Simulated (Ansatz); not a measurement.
This geometry of BH4N + H2O (9 atoms, charge 0, multiplicity 1) is a first-order saddle point.

The calculation used RKS PBE-D4/def2-SVP (Ansatz).

```xyz
9
Properties=species:S:1:pos:R:3
B -0.035 0.219 0.251
N -0.006 0.053 1.810
H -0.745 -0.517 2.233
H 0.895 -0.205 2.227
H 1.037 0.010 -0.293
H -1.037 -0.267 -0.263
O -0.236 1.837 0.406
H -1.146 2.076 0.150
H -0.237 1.393 1.488
```

**Question.** Which two structures does it join? (They come from a converged band through this point; their orientation in space is the band's.)

**Answer.** Bonds broken: O7–H9. Bonds formed: B1–O7, N2–H9. BH4N + H2O becomes BH6NO.

Image 0:

```xyz
9
Properties=species:S:1:pos:R:3
B 0.057 -0.251 0.311
N 0.077 -0.357 1.714
H -0.751 -0.566 2.274
H 0.939 -0.341 2.260
H 1.102 -0.117 -0.288
H -1.013 -0.370 -0.258
O -0.375 2.489 0.540
H -1.264 2.282 0.197
H -0.281 1.831 1.259
```

Image 8:

```xyz
9
Properties=species:S:1:pos:R:3
B -0.102 0.499 0.154
N 0.090 0.151 1.813
H -0.804 0.156 2.328
H 0.544 -0.762 1.959
H 1.067 0.377 -0.234
H -0.867 -0.401 -0.228
O -0.588 1.848 0.090
H -1.538 1.854 -0.108
H 0.689 0.877 2.234
```

**Question.** How far does it lie above each of them?

**Answer.** 0.210 eV above the first and 0.777 eV above the second. This is the barrier of this one path; another mechanism may lie lower. The orbitals stay closed-shell, which can raise the energy where a bond breaks towards radicals; this wasn't checked here.

Run time: 2.2 min on 1 thread of Arm Neoverse V1, on a shared host, peak memory 0.12 GiB.
